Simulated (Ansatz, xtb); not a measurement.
AlBH3N: which of two structures lies lower

Structure X: `B=[N][AlH2]`, a singlet. Structure Y: a singlet given by its coordinates. Both are isolated molecules in the gas phase, relaxed with r2SCAN-D4/def2-SVP; the shapes shown needn't be the lowest conformers.

X (Å):

```xyz
6

Al    0.4764   -0.1841    0.0683
B    -1.0625    1.1026    2.3599
N    -0.4247    0.5692    1.4102
H    -1.6598    1.6021    3.2491
H     1.0768   -1.6356    0.2721
H     0.6472    0.6226   -1.2840
```

Y (Å):

```yaml
atoms:
  - { symbol: Al, position_ang: [0.2021, 0.5821, -0.6955] }
  - { symbol: B, position_ang: [-0.3241, 0.1521, 2.2620] }
  - { symbol: N, position_ang: [-0.2122, 0.4086, 0.9044] }
  - { symbol: H, position_ang: [0.5595, -0.3958, 2.9019] }
  - { symbol: H, position_ang: [-1.3416, 0.4816, 2.8556] }
  - { symbol: H, position_ang: [0.2115, 0.9234, -2.2214] }
```

Close contacts (Å): Al1–N3 1.66, B2–N3 1.39, Al1–H6 1.56, B2–H4 1.22, B2–H5 1.22.

Quicker runs give these differences E(Y) − E(X): GFN2-xTB +1.931 eV; HF/STO-3G +2.914 eV (at GFN2-xTB geometries); r2SCAN-D4/def2-SVP//GFN2-xTB +1.910 eV.

Q: Estimate E(Y) − E(X) at the level CCSD(T)/def2-TZVPP.

A: Calculated at CCSD(T)/def2-TZVPP: E(Y) − E(X) = +1.657 eV, so structure X lies lower.

The same difference at several levels:

```
                       level            geometry  E(Y) − E(X) (eV)  departure from the last row (eV)  job, with rough time for the two
                    GFN2-xTB            GFN2-xTB              +1.931                            +0.274              optimisation, 0.71 s
                   HF/STO-3G            GFN2-xTB              +2.914                            +1.257               single point, 1.5 s
r2SCAN-D4/def2-SVP//GFN2-xTB            GFN2-xTB              +1.910                            +0.253               single point, 8.4 s
          r2SCAN-D4/def2-SVP  r2SCAN-D4/def2-SVP              +1.552                            −0.105                optimisation, 76 s
               HF/def2-TZVPP  r2SCAN-D4/def2-SVP              +2.015                            +0.359           part of the CCSD(T) run
              MP2/def2-TZVPP  r2SCAN-D4/def2-SVP              +1.625                            −0.032           part of the CCSD(T) run
          CCSD(T)/def2-TZVPP  r2SCAN-D4/def2-SVP              +1.657                                                  single point, 84 s
```

None of the levels shown reverses the order. The largest departure from CCSD(T)/def2-TZVPP is that of HF/STO-3G, 1.257 eV.

With harmonic frequencies from r2SCAN-D4/def2-SVP (ideal gas, rigid rotor, one conformer each, 298.15 K, 1 atm): the zero-point term adds +0.015 eV; ΔH is +1.681 and ΔG +1.645 eV.

The T1 diagnostic of structure Y is large, so the coupled-cluster value is less sure. The correlated steps freeze 7 core orbitals. Programs: Ansatz 0.2.0, xtb 6.7.1; the last row on 1 thread of AMD EPYC (Zen 3) on a shared host.
